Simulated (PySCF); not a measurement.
System: CH4Cl (anion, charge -1), singlet: backside substitution at C, threefold axis kept. Scanned: C-Cl distance and C-H distance. Other coordinates (H-C-H angle, C-H length) were minimised at B3LYP/def2-SVPD.

Cartesian coordinates as functions of the variables (Å; names that start with a are angles):
```
C  0  0  0
Cl  0  0  -r1
H  0  0  r2
H  r*sin(a)*cos(0*2*pi/3+0)  r*sin(a)*sin(0*2*pi/3+0)  0+r*cos(a)
H  r*sin(a)*cos(1*2*pi/3+0)  r*sin(a)*sin(1*2*pi/3+0)  0+r*cos(a)
H  r*sin(a)*cos(2*2*pi/3+0)  r*sin(a)*sin(2*2*pi/3+0)  0+r*cos(a)
```

Method: PBE/aug-cc-pVDZ in PySCF 2.14.0.

Energy in kcal/mol above the lowest grid point; x is the C-Cl distance (Å), y the C-H distance (Å).

```csv
y \ x,1.69,1.80,1.91,2.03,2.18,2.34,2.54,2.77,3.06,3.42,3.96
2.40,86.8,79.3,76.0,74.7,74.8,75.6,77.2,79.4,82.4,85.9,89.8
2.07,92.8,83.1,77.4,73.5,70.5,68.5,67.1,66.9,68.0,70.2,73.2
1.85,100.5,88.3,80.0,73.3,67.0,61.9,57.7,55.3,54.9,56.0,58.1
1.68,109.3,94.2,82.9,73.1,63.3,55.2,48.4,44.2,42.4,42.6,44.0
1.54,118.2,100.0,85.5,72.5,59.4,48.7,39.5,33.7,30.8,30.2,31.1
1.42,126.4,105.1,87.7,71.8,55.7,42.6,31.5,24.3,20.4,19.2,19.7
1.32,133.2,109.6,89.8,71.5,52.8,37.8,25.1,16.8,12.2,10.6,10.8
1.23,139.3,114.1,92.4,72.0,51.3,34.5,20.5,11.4,6.2,4.3,4.2
1.16,144.2,118.4,95.5,73.8,51.5,33.6,18.6,8.8,3.2,1.0,0.8
1.09,149.9,124.2,100.6,77.6,53.9,34.9,19.0,8.7,2.7,0.3,0.0
1.02,157.4,132.6,108.7,84.8,59.9,39.9,23.2,12.4,6.1,3.5,3.1
```

Points that lie below all their neighbours on the grid: x = 3.96, y = 1.09 on the edge of the grid (0.0 kcal/mol).
